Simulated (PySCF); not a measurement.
## Broadened absorption spectrum of C3H3Cl

C₃H₃Cl.
Structure used (PBE0-D3(BJ)/def2-SVP), in Å, numbered top down from 1:
```
atom  x, y, z in Å
Cl1    1.961    0.096   -1.260
C2     0.724   -0.047    0.043
C3    -0.644   -0.472   -0.289
C4    -0.485    0.789    0.003
H5     1.240   -0.327    0.970
H6    -1.273   -1.297   -0.614
H7    -0.884    1.795    0.104
```

Level of theory: PySCF, TDDFT B3LYP/def2-SVPD, vertical, gas phase, core orbitals frozen in the response.

Computed states:

```tsv
state	E (eV)	f
S1	5.64	0.0053
S2	6.18	0.0006
S3	6.67	0.059
S4	7.00	0.0023
S5	7.44	0.0037
S6	7.62	0.040
S7	7.66	0.042
S8	7.87	0.064
S9	7.96	0.0049
S10	8.00	0.0049
```

Each state is given a Gaussian of 0.25 eV full width at half maximum, with ε(max) = 2.175×10⁸ f / Δν̃ (Δν̃ the width in cm⁻¹). The width is an assumption, not a result. The curve ends short of the highest state used, and states not computed would add to its high-energy end.

(1) What does the envelope look like, and where are its maxima?

(2) On this curve, what absorbance would a 10⁻³ mol/L sample give at 193 nm over a 1 cm path?

(3) Coming from long wavelengths, where does ε first pass 100 L mol⁻¹ cm⁻¹?

Results:

(1) 
E (eV), ε (L mol⁻¹ cm⁻¹) and a bar:
```
     5.26          1 
     5.36         19 
     5.45        119 #
     5.54        372 ##
     5.63        566 ###
     5.73        389 ##
     5.82        130 #
     5.91         24 
     6.01         20 
     6.10         52 
     6.19         69 
     6.29         50 
     6.38        150 #
     6.47       1010 #####
     6.57       3960 ###################
     6.66       6354 ##############################
     6.75       4983 ########################
     6.84       1976 #########
     6.94        495 ##
     7.03        265 #
     7.12        136 #
     7.22         75 
     7.31        259 #
     7.40       1086 #####
```

Maxima: 220 nm (5.64 eV), ε about 570, made up of S1 (100%); 201 nm (6.18 eV), ε about 69, made up of S2 (100%); 186 nm (6.67 eV), ε about 6400, made up of S3 (100%) (ε in L mol⁻¹ cm⁻¹; maxima over ε = 5, shares over 10%). At its high-energy end, 7.40 eV, the curve is still rising (ε about 1100, from S5, S6 and S7).

(2) 193 nm is 6.424 eV, where ε is about 400 L mol⁻¹ cm⁻¹, so A = ε c l ≈ 0.4 (Beer–Lambert, with the gas-phase spectrum and the assumed width).

(3) At about 228 nm (5.44 eV), 0.20 eV below S1.

The vertical ionisation energy (ΔSCF) is 10.29 eV, 2.29 eV above S10.
